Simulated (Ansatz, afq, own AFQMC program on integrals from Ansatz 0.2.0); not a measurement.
**ZrS⁺, doublet in def2-SVP, levels against CCSDT(Q)**

```xyz
2

Zr    0.0000    0.0000    0.0000
S     0.0000    0.0000    2.1829
```

Basis def2-SVP with its core potentials. Noble-gas cores (and the filled d shells of Ga–Kr and In–Xe) are frozen. AFQMC by an in-house program on the Cholesky factors that Ansatz 0.2.0 writes for its CCSD(T) run. ph-AFQMC/CISD is guided by a CISD state made of CCSD amplitudes; releasing the constraint for a short imaginary time cuts its bias at the price of noise, slowly where states lie close. Free projection: walkers drawn from exp(T), propagated without any constraint. Its projection time is finite, and what remains of the start isn't in its error. Error bars are statistical, one sigma. No spin–orbit coupling. The metal's outer-core s and p shells are frozen, which shifts wave-function levels against functionals.

Determinant: ROHF, the one that the program's search chose, which needn't be the lowest solution. The geometry is a PBE0/def2-TZVP stationary point of this or a neighbouring charge and spin state.

No full CI on the walks' own integrals is used here; CCSDT(Q) serves as the reference and is uncertain by about the last step of the cluster series.

Cautions: no spin-orbit coupling; outer-core shells of the metal frozen; a spin-contaminated unrestricted determinant lies lower (UHF 121 meV lower, ⟨S²⟩ 0.92); raised T1 diagnostic (T1 0.045, weight of the determinant 0.86, largest double 0.06); (T) is large, 8 % of the CCSD correlation; the released energies have errors that jump between times, so the bars are unsure, so no released level is given (meV from the phaseless value at times in 1/Eh: -4 ± 16 at 0.60, -97 ± 64 at 1.20, -45 ± 5 at 2.00, -40 ± 7 at 3.00, -54 ± 9 at 4.20); the ph-AFQMC/CISD walk drifts between its halves (2.2 errors); CCSDT(Q) on the UHF determinant differs (95 meV lower), by its state or its frozen core.

- T1 diagnostic: 0.0451
- weight of the determinant in the CISD state: 0.857
- size of the correlated space: 9 electrons in 40 orbitals

| level | correlation energy (eV) |
| --- | --- |
| MP2 | -5.3887 |
| CCSD | -5.4873 |
| CCSD(T) | -5.9420 |

(1) Estimate where free-projection AFQMC lies against CCSD(T) on the same integrals.

(1) 0.8 ± 0.9 kJ/mol below CCSD(T). The gap is under twice the noise, so this walk alone can't tell the two apart.

Reference: CCSDT(Q), correlation energy -5.941 eV.

```
        level  E − E(reference) (kJ/mol)  share of correlation (%)
      CCSD(T)                       -0.1                    100.02
        CCSDT                       -1.8                    100.31
  ph-AFQMC/HF                 -3.0 ± 2.3                    100.51
ph-AFQMC/CISD                  2.1 ± 0.4                     99.63
   free AFQMC                 -1.0 ± 0.9                    100.17
```

Free projections are given only where their last times agree within the noise and don't stop above the reference; a slow remainder of the start can still hide under it. A walk keeps the symmetry of its determinant, which the program's search chose and which needn't be the lowest solution, so a lower state of the same spin and another symmetry isn't excluded.
